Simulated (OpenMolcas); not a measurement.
# One shape, several levels: SiF2 (SMILES F[Si]F)

Aim: a comparison of 6 runs (HF/3-21G, B3LYP/6-31G*, SVWN5/def2-TZVP, r2SCAN/def2-TZVP, revPBE/def2-TZVP, CCSD(T)/def2-TZVP) of SiF2. 

Program for the calculation: OpenMolcas 26.06.

1 further run of the same task is left out (set aside as unsound or not needed).

## Step 1: The molecule

The species is SiF2 (3 atoms), meant as a singlet with charge 0. SMILES: `F[Si]F`. Geometry: relaxed at PBE0-D4/def2-TZVP.

Bond lengths: F1–Si2 1.602 Å, Si2–F3 1.602 Å. Angles: F1–Si2–F3 100.6°.

## Step 2: Energy and gradient at HF/3-21G (run 1)

Input file job.input:

```
* F2Si Hartree-Fock
&GATEWAY
BASLIB
$CurrDir
BASISSET
F.3-21G....
F1 0.166300 1.246800 0.229400 angstrom
F3 0.428600 -1.200400 0.100700 angstrom
End of Basis
BASISSET
Si.3-21G....
Si2 -0.594900 -0.046400 -0.330100 angstrom
End of Basis
&SEWARD
&SCF
THRESHOLDS
1e-10 1e-07 1e-07 1e-05
PRORBITALS
1 1
&ALASKA
```

The basis set 3-21G is read from a file made from the Basis Set Exchange's data (not shown).

On the command line:

```console
$ export MOLCAS_MEM=1860
$ pymolcas job.input > job.log
```

Output:

```text
--- Start Module: gateway ---
[...]
--- Stop Module: gateway /rc=_RC_ALL_IS_WELL_ ---
[...]
      Basis functions           31
[...]
--- Start Module: scf ---
[...]
       Convergence after  11 Iterations
[...]
::    Total SCF energy                               -485.2991499831
[...]
      Total spin, S                                     0.0000000000
[...]
      Total electronic charge=   32.000000
      Total            charge=   -0.000000
[...]
      Dipole Moment (debye):
      Origin of the operator (angstrom)=   -0.0810   -0.0063   -0.0449
                   X= -1.3268E+00               Y= -1.0346E-01               Z= -7.3619E-01           Total=  1.5208E+00
      Quadrupole Moment (debye*angstrom):
[...]
--- Stop Module: scf /rc=_RC_ALL_IS_WELL_ ---
--- Start Module: alaska ---
[...]
 *              Molecular gradients               *
 **************************************************
  Irreducible representation: a
 ------------------------------------------------------------------------------------------
                              X                       Y                       Z
 ------------------------------------------------------------------------------------------
  F1               -1.32890139672996E-02   -1.04523872349649E-02   -8.42029560691859E-03
  F3               -1.52865503268274E-02    8.21854739838024E-03   -7.43636560078365E-03
  SI2               2.85755642941261E-02    2.23383983658487E-03    1.58566612077049E-02
 ------------------------------------------------------------------------------------------
--- Stop Module: alaska /rc=_RC_ALL_IS_WELL_ ---
[...]
```

Wall time 2.8 s (1 thread of Arm Neoverse N1, shared host); peak memory 0.37 GiB.

## Step 3: Energy and forces at B3LYP/6-31G(d) (spherical functions) (run 2)

Input file run.inp:

```
&GATEWAY
BasLib=$CurrDir
BasisSet
F.6-31Gs....
F1 0.166300 1.246800 0.229400 angstrom
F3 0.428600 -1.200400 0.100700 angstrom
End of Basis
BasisSet
Si.6-31Gs....
Si2 -0.594900 -0.046400 -0.330100 angstrom
End of Basis
&SEWARD
GridInput
Grid=UltraFine
End of Grid
&SCF
KSDFT=B3LYP
Thresholds=1e-10 1e-07 1e-07 1e-05
PrOrbitals=1 2
&ALASKA
```

The basis set 6-31G* is read from a file made from the Basis Set Exchange's data (not shown).

On the command line:

```console
$ export MOLCAS_MEM=1860
$ pymolcas run.inp > run.log
```

Output:

```text
--- Start Module: gateway ---
[...]
--- Stop Module: gateway /rc=_RC_ALL_IS_WELL_ ---
[...]
      Basis functions           46
[...]
--- Start Module: scf ---
[...]
       Convergence after  11 Iterations
[...]
::    Total KS-DFT energy                            -489.2538516882
[...]
      Total spin, S                                     0.0000000000
[...]
      Total electronic charge=   32.000000
      Total            charge=   -0.000000
[...]
      Dipole Moment (debye):
      Origin of the operator (angstrom)=   -0.0810   -0.0063   -0.0449
                   X= -7.8321E-01               Y= -6.1060E-02               Z= -4.3459E-01           Total=  8.9779E-01
      Quadrupole Moment (debye*angstrom):
[...]
--- Stop Module: scf /rc=_RC_ALL_IS_WELL_ ---
[...]
--- Start Module: alaska ---
[...]
 *              Molecular gradients               *
 **************************************************
  Irreducible representation: a
 ------------------------------------------------------------------------------------------
                              X                       Y                       Z
 ------------------------------------------------------------------------------------------
  F1               -4.87176282812563E-03   -9.34269437054169E-03   -3.69934011559714E-03
  F3               -6.77378610479629E-03    8.43032988894699E-03   -2.76302966207975E-03
  SI2               1.16455489329503E-02    9.12364481561401E-04    6.46236977766890E-03
 ------------------------------------------------------------------------------------------
--- Stop Module: alaska /rc=_RC_ALL_IS_WELL_ ---
[...]
```

Run time: 9.9 s. Hardware: 1 thread of Arm Neoverse N1, shared host; peak memory 0.38 GiB.

Runs 3 to 5 aren't shown in full; the table further down has their settings and results.

## Step 4: The energy at CCSD(T)/def2-TZVP (Cholesky decomposition) (run 6)

Input file run.inp:

```
* F2Si CCSD(T)

&GATEWAY
 BasLib=$CurrDir
 Coord
 3
 angstrom
 F        0.166300       1.246800       0.229400
 Si      -0.594900      -0.046400      -0.330100
 F        0.428600      -1.200400       0.100700
 Basis=def2-TZVP
 Group=NoSym

&SEWARD
 High

&SCF
 Thresholds=1e-10 1e-07 1e-07 1e-05
 PrOrbitals=1 1

&CHCC
 Frozen=7
 Threshold=1e-08
 MaxIterations=80

&CHT3
 Frozen=7
```

The basis set def2-TZVP is read from a file made from the Basis Set Exchange's data (not shown).

On the command line:

```console
$ export MOLCAS_MEM=1860
$ pymolcas run.inp > run.log
```

Output:

```text
--- Start Module: gateway ---
[...]
--- Stop Module: gateway /rc=_RC_ALL_IS_WELL_ ---
[...]
      Basis functions           99
[...]
       Convergence after  12 Iterations
[...]
::    Total SCF energy                               -488.0109354177
[...]
      Total spin, S                                     0.0000000000
[...]
      Total electronic charge=   32.000000
      Total            charge=   -0.000000
[...]
      Dipole Moment (debye):
      Origin of the operator (angstrom)=   -0.0810   -0.0063   -0.0449
                   X= -1.0556E+00               Y= -8.2299E-02               Z= -5.8574E-01           Total=  1.2100E+00
      Quadrupole Moment (debye*angstrom):
[...]
--- Start Module: chcc ---
[...]
--- Stop Module: chcc /rc=_RC_ALL_IS_WELL_ ---
[...]
--- Start Module: cht3 ---
[...]
--- Stop Module: cht3 /rc=_RC_ALL_IS_WELL_ ---
[...]
```

Wall time 5.6 min (1 thread of Arm Neoverse N1, shared host); peak memory 0.14 GiB.

## Step 5: All runs side by side

| run | level | integration grid | integral approximation | energy (Eh) | dipole moment (D) of the reference | HOMO energy (eV) | LUMO energy (eV) | wall time |
| --- | --- | --- | --- | --- | --- | --- | --- | --- |
| 1 | HF/3-21G | – | none | -485.299150 | 1.52 | -10.94 | 1.15 | 2.8 s |
| 2 | B3LYP/6-31G* (spherical functions) | UltraFine | none | -489.253852 | 0.90 | -7.87 | -2.04 | 9.9 s |
| 3 | SVWN5/def2-TZVP | UltraFine | none | -486.969850 | 1.06 | -7.22 | -3.14 | 25 s |
| 4 | r2SCAN/def2-TZVP | UltraFine | none | -489.263439 | 0.95 | -7.31 | -2.87 | 37 s |
| 5 | revPBE/def2-TZVP | UltraFine | none | -489.242869 | 0.94 | -7.02 | -2.89 | 33 s |
| 6 | CCSD(T)/def2-TZVP (Cholesky decomposition) | – | CD high | -488.634051 | 1.21 | -11.02 | 0.96 | 5.6 min |

## Step 6: Outcome

| quantity | value |
| --- | --- |
| run 6: total energy | -488.63405 Eh |
| run 6: dipole moment (mean-field density) | 1.21 D |
| run 6: HOMO energy (Hartree–Fock orbitals) | -11.02 eV |
| run 6: LUMO energy (Hartree–Fock orbitals) | 0.96 eV |
| run 6: HOMO–LUMO gap (Hartree–Fock orbitals) | 11.98 eV |
| run 6: correlation energy (7 core orbitals frozen) | -623.1 mEh |
| run 6: (T) correction | -18.53 mEh |

What this shows: Over runs 1, 2, 3, 4, 5 the dipole moment (its size) runs from 0.90 D (B3LYP/6-31G*) to 1.52 D (HF/3-21G). The two ends differ in method and basis. Over runs 1, 2, 3, 4, 5 the HOMO–LUMO gap runs from 4.09 eV (SVWN5/def2-TZVP) to 12.09 eV (HF/3-21G). Totals of different functionals can't be ranked against each other. All runs together took 7.4 min, the longest 5.6 min.
